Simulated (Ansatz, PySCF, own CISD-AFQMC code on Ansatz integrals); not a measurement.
Isomers of C3H4. Gas-phase values, no solvent. Strings in code marks are SMILES.

Quantity: electronic energy of isomers of C3H4 relative to `C#CC`, in kcal/mol. AFQMC values (own CISD-AFQMC code on Ansatz (a first-principles code) integrals) carry a statistical error of up to ±0.35 kcal/mol (one standard error) and the bias of the phaseless constraint.

Level 1: frozen-core CCSD(T)/cc-pVTZ // PBE0-D3(BJ)/def2-TZVP (Ansatz)
Level 2: frozen-core phaseless AFQMC with a CISD trial state/cc-pVDZ // PBE0-D3(BJ)/def2-TZVP (own CISD-AFQMC code on Ansatz integrals)
Level 3: frozen-core CCSD(T)/cc-pVDZ // PBE0-D3(BJ)/def2-TZVP (Ansatz)
Level 4: PBE-D3(BJ)/def2-TZVP // PBE0-D3(BJ)/def2-TZVP (PySCF)

| species | level 2 | level 3 | level 4 |
|---|---|---|---|
| `C1=CC1` | 22.6 | 22.9 | 19.2 |
| `C=C=C` | 0.12 | 0.54 | -3.21 |

Question: What does level 1 give for each?

Answer: 
- `C1=CC1`: 23.5
- `C=C=C`: 1.20
